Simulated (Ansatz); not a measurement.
# HS: the cost of one run

All numbers are computed with the Python package of Ansatz 0.2.0. Level of theory: PBE0/def2-SVP.

### 1 The structure

Bond lengths: H1–S2 1.405 Å.

No structure file is read: the coordinates are typed or built in the script.

### 2 The code

hs.py reads:

```python
'''Harmonic frequencies of HS(+) at its relaxed geometry.'''

import itertools
import warnings

import ansatz as az
from ase.data import atomic_numbers, covalent_radii
import numpy as np

warnings.simplefilter('ignore', az.DeckWarning)

geometry_ang = [
    ('H', (0.0, 0.0, 0.0)),
    ('S', (0.0, 0.0, 1.405)),
]
hs = az.Crystal.molecule()
for symbol, xyz in geometry_ang:
    hs = hs.atom(symbol, xyz)

job = hs.calculation()
job = job.basis(gaussian='def2-SVP').functional('PBE0')
job = job.charge(1)
job = job.spin('collinear', total=2)
symbols = [site.symbol for site in hs.cartesian_sites]
start = np.array([site.position_ang for site in hs.cartesian_sites], dtype=float)
rep = job.relax(force_tolerance=0.003, max_steps=100).run(threads=1, backend='cpu').report
end = np.array(rep['positions_ang'])

# pairs closer than 1.2 times the sum of covalent radii, before or after
radius = [covalent_radii[atomic_numbers[s]] for s in symbols]
span = lambda where, i, j: np.linalg.norm(where[i] - where[j])
bonded = [(i, j) for i, j in itertools.combinations(range(len(symbols)), 2) if min(span(start, i, j), span(end, i, j)) < 1.2 * (radius[i] + radius[j])]
print('pair        before    after (A)')
for i, j in bonded:
    print(f'{symbols[i]}{i}-{symbols[j]}{j}'.ljust(10), f'{span(start, i, j):8.4f} {span(end, i, j):8.4f}')

# same settings at the minimum
minimum = az.Crystal.molecule()
for symbol, place in zip(symbols, end):
    minimum = minimum.atom(symbol, place.tolist())
vibrating = (
    minimum.calculation()
    .basis(gaussian='def2-SVP')
    .functional('PBE0')
    .charge(1)
    .spin('collinear', total=2)
    .phonons(temperatures=(200, 600, 100))
)
vib = vibrating.run(threads=1, backend='cpu').report['vibrations']
sums = vib['harmonic_sums']
modes = [m['omega_inv_cm'] for m in sums['modes_at_gamma'] if m['rigid_motion'] == 'no']
print('frequencies (1/cm):', ' '.join(f'{w:.0f}' for w in modes))
print('imaginary modes:', sum(w < 0 for w in modes), ' zero-point energy:', round(sums['zero_point_energy_ev'], 4), 'eV')
print('T (K)   F_vib (eV)   S_vib (meV/K)   C_vib (meV/K)')
for row in zip(sums['temperatures_k'], sums['vibrational_free_energy_ev'], vib['entropy_ev_per_k'], vib['heat_capacity_ev_per_k']):
    print(f'{row[0]:6.1f} {row[1]:11.4f} {1000 * row[2]:13.4f} {1000 * row[3]:15.4f}')
```

### 3 What the engine is handed

The package turns the script's settings into the engine's input (first run):

```yaml
crystal:
  periodic: [false, false, false]
  atoms:
    - { symbol: H, position_ang: [0.0, 0.0, 0.0] }
    - { symbol: S, position_ang: [0.0, 0.0, 1.405] }
basis:
  gaussian:
    orbitals: def2-SVP
hamiltonian:
  xc: pbe0
magnetization:
  spin_polarized: true
  initial_magnetization: 2.0
total_charge: 1.0
relax:
  f_tol: 0.003
  max_steps: 100
```

### 4 The run

Command:

```bash
$ python hs.py
```

What time and memory should one allow on 1 thread of Arm Neoverse V1, shared host?

About 5.4 s, with a peak of 0.16 GiB.
